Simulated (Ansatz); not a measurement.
Results of revPBE in Ansatz (PAW) for diamond.

Run with plane-wave cutoff 520 eV, 16×16×16 k mesh, Fermi–Dirac smearing 0.01 eV, scalar-relativistic PAW data made under PBE.

Cell (relaxed at this level):

```cif
data_C2
_chemical_formula_sum 'C2'
_space_group_name_H-M_alt 'P 1'
_space_group_IT_number 1
_cell_length_a 2.53458
_cell_length_b 2.53458
_cell_length_c 2.53458
_cell_angle_alpha 60.000
_cell_angle_beta 60.000
_cell_angle_gamma 60.000
loop_
_space_group_symop_operation_xyz
  'x, y, z'
loop_
_atom_site_label
_atom_site_type_symbol
_atom_site_fract_x
_atom_site_fract_y
_atom_site_fract_z
_atom_site_occupancy
C1 C 0.00000 0.00000 0.00000 1
C2 C 0.25000 0.25000 0.25000 1
```

Q: What does this level give for the bulk modulus B0, band gap, width of the whole s-p valence band, pressure derivative B′ of the bulk modulus and smallest direct gap on the k points sampled?

A: 
- bulk modulus B0: 422 GPa
- band gap: 4.10 eV (indirect)
- width of the whole s-p valence band: 21.34 eV
- pressure derivative B′ of the bulk modulus: 3.7
- smallest direct gap on the k points sampled: 5.56 eV

Measured, for comparison: bulk modulus 455 GPa (0 K value with the zero-point phonon effect removed; as tabulated in Mejia-Rodriguez and Trickey (2018), arXiv:1807.09216). Computed (rounded) less measured: bulk modulus -7 %.

The computed numbers hold no vibrational or temperature effects.

Cost on a shared machine: very roughly 12 core-seconds.

Ansatz is a first-principles code.
